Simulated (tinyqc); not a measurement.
Worked calculation: ROHF in the sto-6g basis, for BH, spin multiplicity 3. This run ends on a higher stationary point, not on the lowest solution. One step of it, computed by the program tinyqc.

Problem. Iteration 4: Roothaan effective Fock matrix. With projectors Pc = D(beta) S, Po = (D(alpha) - D(beta)) S, Pv = 1 - D(alpha) S, the block xy is Px^T F Py; with Fc = (F(alpha) + F(beta))/2, the blocks are Fc for cc, oo, vv and cv, F(beta) for co and F(alpha) for ov.

F(alpha) (hartree), lower triangle:
```
            1B 1s      1B 2s    1B 2px    1B 2py     1B 2pz      2H 1s
1B 1s   -7.360038
1B 2s   -2.073594  -0.986482
1B 2px   0.000000   0.000000  0.285272
1B 2py   0.000000   0.000000  0.000000  0.285272
1B 2pz  -0.000673  -0.008657  0.000000  0.000000  -0.213873
2H 1s   -0.050037  -0.113728  0.000000  0.000000  -0.122719  -0.460977
```

F(beta) (hartree), lower triangle:
```
            1B 1s      1B 2s    1B 2px    1B 2py     1B 2pz     2H 1s
1B 1s   -7.336786
1B 2s   -2.042468  -0.858099
1B 2px   0.000000   0.000000  0.319799
1B 2py   0.000000   0.000000  0.000000  0.319799
1B 2pz  -0.000711   0.003356  0.000000  0.000000   0.380030
2H 1s   -0.047975  -0.094726  0.000000  0.000000  -0.035816  0.307953
```

D(alpha) after iteration 3, lower triangle:
```
            1B 1s      1B 2s    1B 2px    1B 2py     1B 2pz     2H 1s
1B 1s    1.076155
1B 2s   -0.288126   1.090671
1B 2px   0.000000   0.000000  0.000000
1B 2py   0.000000   0.000000  0.000000  0.000000
1B 2pz  -0.003943   0.018475  0.000000  0.000000   1.022444
2H 1s    0.026796  -0.125561  0.000000  0.000000  -0.152532  1.036626
```

D(beta) after iteration 3, lower triangle:
```
            1B 1s      1B 2s    1B 2px    1B 2py     1B 2pz     2H 1s
1B 1s    1.073874
1B 2s   -0.278775   1.052328
1B 2px   0.000000   0.000000  0.000000
1B 2py   0.000000   0.000000  0.000000  0.000000
1B 2pz   0.006097  -0.020394  0.000000  0.000000   0.000396
2H 1s   -0.021619   0.073070  0.000000  0.000000  -0.001418  0.005079
```

overlap S, lower triangle:
```
           1B 1s     1B 2s    1B 2px    1B 2py    1B 2pz     2H 1s
1B 1s   1.000000
1B 2s   0.264891  1.000000
1B 2px  0.000000  0.000000  1.000000
1B 2py  0.000000  0.000000  0.000000  1.000000
1B 2pz  0.000000  0.000000  0.000000  0.000000  1.000000
2H 1s   0.006236  0.114278  0.000000  0.000000  0.147143  1.000000
```

Give: effective F.

Solution.

effective F (hartree), lower triangle:
```
          1B 1s    1B 2s  1B 2px  1B 2py   1B 2pz    2H 1s
1B 1s   -7.3484
1B 2s   -2.0578  -0.9253
1B 2px   0.0000   0.0000  0.3025
1B 2py   0.0000   0.0000  0.0000  0.3025
1B 2pz  -0.0005   0.0012  0.0000  0.0000   0.0830
2H 1s   -0.0512  -0.0816  0.0000  0.0000  -0.0788  -0.0676
```
